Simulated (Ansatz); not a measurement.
Energy needed to pull apart CH5NSi (SMILES C=N[SiH3]), closed shell, into free ground-state atoms, from the structure below (displaced at random from a GFN2-xTB minimum); no zero-point or spin–orbit terms; open-shell atoms are treated unrestricted, in their ground-state multiplicity.

```tsv
atom	x (Å)	y (Å)	z (Å)
C1	-0.9613	0.5800	-1.0603
N2	-0.5111	-0.3714	-0.4009
Si3	0.7075	-0.5104	0.8007
H4	-1.7679	0.4144	-1.7640
H5	-0.6431	1.6079	-0.9720
H6	0.4118	0.3330	2.0111
H7	1.9885	-0.0744	0.2712
H8	0.7091	-1.9211	1.1098
```

Computed with Ansatz 0.2.0 (basis: def2-TZVPP); correlated methods freeze the cores.

```tsv
method	atomization energy (kJ/mol)
PBE-D4	2763
r2SCAN-D4	2720
PBE0-D4	2717
r2SCANh-D4	?
wB97X-V	?
wB97M-V	2743
HF	1960
MP2	2668
CCSD	2615
CCSD(T)	2653
```

(1) What does r2SCANh-D4 give? (To be estimated.)

(2) What does wB97X-V give? (To be estimated.)

No T1 diagnostic of these runs exceeds 0.013.

## Answers

(1) The calculation gives: 2703 kJ/mol, which is about 51 kJ/mol more than CCSD(T)/def2-TZVPP.

(2) The calculation gives: 2747 kJ/mol, which is about 95 kJ/mol more than CCSD(T)/def2-TZVPP.

In triple zeta the MP2 and coupled-cluster atomization energies are still short of their basis limit by a few kcal/mol a bond, whereas those of the functionals are nearly converged, so these differences are not deviations from converged CCSD(T).

For scale, one of the runs: CCSD(T)/def2-TZVPP forces, 174 basis functions (an equivalent command: `ansatz run in.yaml --threads 4`). The run took 66 s on 4 CPU threads (shared host), with 2.9 GiB of host memory at its peak.
